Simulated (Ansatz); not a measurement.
# OF+ (singlet): the correlation ladder at distance O1–F2 = 1.099 Å, 6-31G

How much of the correlation energy of OF+ (singlet) does each wave-function method recover here?

The runs use Ansatz 0.2.0, Gaussian basis; 6-31G, core rule «outside noble gas», up to 2 orbitals frozen.

Plan: UHF; CCSD(T) on RHF; CCSD(T) on UHF; BCCD(T) on RHF; CISD; CCSDT(Q) on RHF; CCSDT(Q) on UHF; CISDTQ; CCSDTQ on RHF; CCSDTQ on UHF; CASSCF and MRCISD+Q, 2 electrons in 2 orbitals; CASSCF and NEVPT2, 2 electrons in 2 orbitals; CASSCF and MRCISD+Q, 12 electrons in 8 orbitals; CASSCF and NEVPT2, 12 electrons in 8 orbitals; Full CI; Full CI in the symmetry of the determinant.

34 further runs of the same task are left out: 6 for a known fault of the program, 25 that didn't finish, 3 set aside as unsound or not needed. Runs told in other sessions of the task aren't counted.

## Step 1: The geometry

The geometry derives from a PBE0/def2-TZVP stationary point (not a proven minimum). One bond is set to the value named and the two fragments are kept rigid.

2 atoms, charge 1, spin multiplicity 1.

Atoms are counted from 1 here; the program's logs count them from 0.

Bond lengths: O1–F2 1.099 Å.

Coordinates:

```xyz
2
charge 1, multiplicity 1
O     0.0000    0.0000    0.0000
F     0.0000    0.0000    1.0990
```

## Step 2: UHF

The input, in.yaml:

```yaml
crystal:
  periodic: [false, false, false]
  atoms:
    - {symbol: O, position_ang: [0.000000, 0.000000, 0.000000]}
    - {symbol: F, position_ang: [0.000000, 0.000000, 1.099000]}
basis:
  gaussian: {orbitals: 6-31G}
total_charge: 1
magnetization: {spin_polarized: true, initial_magnetization: 0}
hamiltonian: {xc: hf}
output: {orbitals: {seedname: orbitals}}
```

Launch:

```
$ ansatz run in.yaml --threads 1 --pin off --events-out ev --progress --plain --max-ram 2393MiB
```

After this run come: CCSD(T) on RHF; CCSD(T) on UHF; BCCD(T) on RHF; CISD; CCSDT(Q) on RHF; CCSDT(Q) on UHF; CISDTQ; CCSDTQ on RHF; CCSDTQ on UHF; CASSCF and MRCISD+Q, 2 electrons in 2 orbitals; CASSCF and NEVPT2, 2 electrons in 2 orbitals; CASSCF and MRCISD+Q, 12 electrons in 8 orbitals; CASSCF and NEVPT2, 12 electrons in 8 orbitals; Full CI; Full CI in the symmetry of the determinant.

**Question.** What will the summary of the whole plan be? Wanted: FCI from the RHF energy; RMP2 from FCI; RCCSD from FCI; RCCSD(T) from FCI; RCCSDT(Q) from FCI; NEVPT2 valence from FCI; MRCISD+Q valence from FCI; T1 diagnostic; effectively unpaired electrons.

As calculated:

```
                         quantity               value
          FCI from the RHF energy          -7.1757 eV
                    RMP2 from FCI     +15.87 kcal/mol
                   RCCSD from FCI     +12.99 kcal/mol
                RCCSD(T) from FCI      +6.63 kcal/mol
               RCCSDT(Q) from FCI      -0.55 kcal/mol
          NEVPT2 valence from FCI     +14.20 kcal/mol
        MRCISD+Q valence from FCI      +1.19 kcal/mol
levels within 1 kcal/mol (43 meV)  RCCSDT(Q), RCCSDTQ
                    T1 diagnostic               0.029
   effectively unpaired electrons                2.03
```

In words: RCCSD(T) lands +6.63 kcal/mol from the yardstick (4.0 % of the correlation energy). RCCSDT(Q) falls below full CI, which methods that aren't variational can do. The occupations show strong static correlation (2.0 unpaired electrons where one determinant has 0). Of the multireference levels listed MRCISD+Q valence comes nearest in total energy (+1.19 kcal/mol), which doesn't show that its space is the better one. These misses are within one basis, not against nature.

The restricted and unrestricted ladders end 1.63 eV apart at CCSDT(Q), which points to two states or an unsound top rung; rows of one don't measure the error of the other.
